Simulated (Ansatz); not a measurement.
**HGa–AsH: how the vertical ionisation to the doublet moves with the basis**

HGa–AsH, singlet; coordinates (Å): Ga 0.000 -0.004 1.136; As 0.000 0.025 -1.083; H 0.000 -0.074 2.693; H 0.000 -1.494 -0.794. Quantity: vertical ionisation to the doublet.

Ansatz 0.2.0, basis cc-pVDZ or cc-pVTZ; geometries are PBE0/def2-TZVP minima. Wave-function levels freeze the cores with the filled d shells of p-block atoms; HF, MP2 and coupled cluster are restricted for singlets and unrestricted otherwise, restricted open-shell where a d shell is frozen, Kohn–Sham unrestricted where that lies lower. The reference is CCSDT(Q) or CCSDTQ (coupled cluster only where its series has nearly closed). Semilocal and hybrid functionals correlate all electrons outside any core potential and usually lie nearer their basis limit than the reference, so part of their error here is the reference's basis and frozen-core error; RPA and the MP2 part of double hybrids freeze the same cores as the reference. None of these values is a measured one. Energies are electronic, without zero-point terms. No spin–orbit coupling and no scalar relativity. The species are chosen: bound, without strong static correlation by their natural occupations or amplitudes, in their lowest spin state as far as vertical gaps and like structures tell, with only the lowest ion state computed, and with a ladder that closes on the reference, so errors are smaller than for species at large; levels whose determinant breaks symmetry or spin markedly are left out.

| level | cc-pVDZ (eV) | cc-pVTZ (eV) |
| --- | --- | --- |
| reference | 7.629 (CCSDTQ) | 7.824 (CCSDT(Q)) |
| HF | 6.722 | 6.743 |
| MP2 | 7.587 | 7.768 |
| CCSD(T) | 7.618 | 7.811 |
| CCSDT | 7.621 | 7.810 |
| PBE | 7.863 | 7.902 |
| PBE0 | 7.793 | 7.816 |
| wB97M-V | 7.708 | 7.743 |

From cc-pVDZ to cc-pVTZ the reference moves by 0.195 eV and PBE by 0.039; the step from CCSD(T) to the reference is 0.011 in the first and 0.013 in the last.
